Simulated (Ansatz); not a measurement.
C₂H₅B, SMILES B1CC1, a composite energy at a relaxed geometry

Run with Ansatz 0.2.0 through its Python package.

`c2h5b.py`
```python
"""A composite energy for C2H5B: DFT geometry, MP2 basis limit, coupled-cluster correction."""

import itertools

import ansatz as az
from ase.data import atomic_numbers, covalent_radii
import numpy as np

geometry_ang = [
    ("B", (-0.8674, -0.1509, -0.51)),
    ("C", (0.1802, 0.7395, 0.2961)),
    ("C", (0.4337, -0.68, 0.0622)),
    ("H", (-1.8627, -0.2075, -1.1081)),
    ("H", (0.753, 1.4449, -0.3585)),
    ("H", (-0.1491, 1.0318, 1.3186)),
    ("H", (0.3464, -1.343, 0.9576)),
    ("H", (1.2581, -0.8919, -0.7137)),
]
mol = az.Crystal.molecule()
for symbol, xyz in geometry_ang:
    mol = mol.atom(symbol, xyz)

job = (
    mol.calculation()
    .basis(gaussian="def2-SVP")
    .functional("b3lyp")
)
symbols = [site.symbol for site in mol.cartesian_sites]
start = np.array([site.position_ang for site in mol.cartesian_sites], dtype=float)
summary = job.relax(force_tolerance=0.01).run().report
end = np.array(summary["positions_ang"])
# pairs closer than 1.2 times the sum of covalent radii, before or after
radius = [covalent_radii[atomic_numbers[s]] for s in symbols]
span = lambda where, i, j: np.linalg.norm(where[i] - where[j])
bonded = [(i, j) for i, j in itertools.combinations(range(len(symbols)), 2) if min(span(start, i, j), span(end, i, j)) < 1.2 * (radius[i] + radius[j])]
print("pair        before    after (A)")
for i, j in bonded:
    print(f"{symbols[i]}{i}-{symbols[j]}{j}".ljust(10), f"{span(start, i, j):8.4f} {span(end, i, j):8.4f}")

minimum = az.Crystal.molecule()
for symbol, place in zip(symbols, end):
    minimum = minimum.atom(symbol, place.tolist())
at_minimum = minimum.calculation()
# MP2 extrapolated to the basis limit, plus the small-basis difference CCSD(T) - MP2
level = lambda method, basis: at_minimum.basis(gaussian=basis).correlation(method).run().report
small, large, cluster = level("mp2", "cc-pVDZ"), level("mp2", "cc-pVTZ"), level("ccsd_t", "cc-pVDZ")
corr = lambda each: (each["free_energy_ev"] - each["reference_energy_ev"]) / 27.211386246
mp2_limit = (27 * corr(large) - 8 * corr(small)) / 19
pieces = {"HF / cc-pVTZ": large["reference_energy_ev"] / 27.211386246, "MP2 correlation, DZ-TZ limit": mp2_limit, "CCSD(T) - MP2 / cc-pVDZ": corr(cluster) - corr(small)}
for name, value in pieces.items():
    print(f"{name:32s} {value:14.6f} Ha")
print(f"{'sum':32s} {sum(pieces.values()):14.6f} Ha")
print("T1 diagnostic", round(cluster["correlation"]["coupled_cluster"]["t1_diagnostic"], 4))
```

```console
$ python c2h5b.py
pair        before    after (A)
B0-C1        1.5938   1.5331
B0-C2        1.5166   1.5331
B0-H3        1.1626   1.1954
C1-C2        1.4608   1.5467
C1-H4        1.1199   1.0975
C1-H5        1.1133   1.0975
C2-H6        1.1176   1.0975
C2-H7        1.1518   1.0975
HF / cc-pVTZ                        -103.298646 Ha
MP2 correlation, DZ-TZ limit          -0.470316 Ha
CCSD(T) - MP2 / cc-pVDZ               -0.050759 Ha
sum                                 -103.819722 Ha
T1 diagnostic 0.0091
```

Reading the output:
- Total energies depend on the basis set; only differences at equal settings carry meaning.
- The sum leaves out core correlation, relativity, the Hartree-Fock basis error and zero-point energy; a DZ-TZ extrapolation is rough.
- b3lyp holds the VWN-RPA fit, as in Gaussian; the form of ORCA and Turbomole is b3lyp5.
- Inner cores stay frozen, so this is valence correlation.
- An extrapolation from small basis sets is rough.
- Timing: 16 s on 1 thread of Arm Neoverse V1, with other jobs on the host, peak memory 0.32 GiB.
